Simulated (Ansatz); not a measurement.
Input for Ansatz (development build ahead of 0.2.0):

```yaml
crystal:
  periodic: [false, false, false]
  atoms:
    - { symbol: C, position_ang: [0.0334, -0.02624, -0.00133] }
    - { symbol: F, position_ang: [0.6748, 0.67654, 0.6436] }
    - { symbol: F, position_ang: [0.63311, -0.6518, -0.60553] }
    - { symbol: F, position_ang: [-0.62232, 0.63262, -0.67869] }
    - { symbol: F, position_ang: [-0.66247, -0.62702, 0.67997] }
basis:
  gaussian: { orbitals: "6-31G" }
hamiltonian:
  xc: hf
```

The input is written out in the form of the current development build from the run's settings.

The run gave:

| Quantity | Value |
| --- | --- |
| Converged | yes |
| Total energy | -435.13196 hartree |
| Spin squared of the determinant | 0.000 |

Caution: no unrestricted run beside it, a lower state can exist.
